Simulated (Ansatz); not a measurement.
in.yaml

```yaml
crystal:
  periodic: [false, false, false]
  atoms:
    - {symbol: Na, position_ang: [-0.136167, 0.000000, 0.000000]}
    - {symbol: H, position_ang: [1.552897, 0.000000, -1.189297]}
    - {symbol: H, position_ang: [1.552897, 0.000000, 1.189297]}
basis:
  gaussian: {orbitals: cc-pVDZ}
total_charge: -1
magnetization: {spin_polarized: true, initial_magnetization: 0}
correlation: {method: ccsdt_q_b, electrons: outside_noble_gas}
```

```sh
$ ansatz run in.yaml --threads 1 --pin off --events-out ev --progress --plain --max-ram 2393MiB
```

The program prints:

```
499 factors; integrals over basis functions are off by at most 1.7e-7 eV
mean field evaluation 1: about -4431.6176 eV, gradient 4.0e0 eV
mean field evaluation 2: about -4431.6370 eV, gradient 4.0e0 eV
mean field evaluation 4: about -4432.0212 eV, gradient 3.7e-1 eV
mean field evaluation 8: about -4432.0282 eV, gradient 8.6e-4 eV
mean field evaluation 16: about -4432.0790 eV, gradient 5.0e-1 eV
mean field evaluation 32: about -4432.3887 eV, gradient 1.2e-6 eV
mean field evaluation 64: about -4431.9762 eV, gradient 8.8e-1 eV
mean field evaluation 96: about -4430.0370 eV, gradient 6.9e0 eV
mean field evaluation 128: about -4427.3496 eV, gradient 1.1e1 eV
mean field evaluation 160: about -4432.3972 eV, gradient 1.7e-1 eV
...
cycle   8  -1.93299688 eV  change   -6.5e-4 eV  update   5.2e-4
cycle   9  -1.93330271 eV  change   -3.1e-4 eV  update   2.7e-4
cycle  10  -1.93307564 eV  change    2.3e-4 eV  update   1.3e-4
cycle  11  -1.93308067 eV  change   -5.0e-6 eV  update   4.6e-5
cycle  12  -1.93307864 eV  change    2.0e-6 eV  update   2.2e-5
cycle  13  -1.93309309 eV  change   -1.4e-5 eV  update   1.1e-5
cycle  14  -1.93310205 eV  change   -9.0e-6 eV  update   5.0e-6
cycle  15  -1.93310223 eV  change   -1.8e-7 eV  update   2.3e-6
cycle  16  -1.93310057 eV  change    1.7e-6 eV  update   1.0e-6
cycle  17  -1.93310044 eV  change    1.3e-7 eV  update   3.5e-7
perturbative correction 0.00049468 eV, 0.0000181791 hartree
Total energy: -4433.96080253 eV, -162.9450540464 hartree
```

Ran on 1 thread of AMD EPYC 7B13, shared host: 4.7 s wall, 0.19 GiB peak host memory.
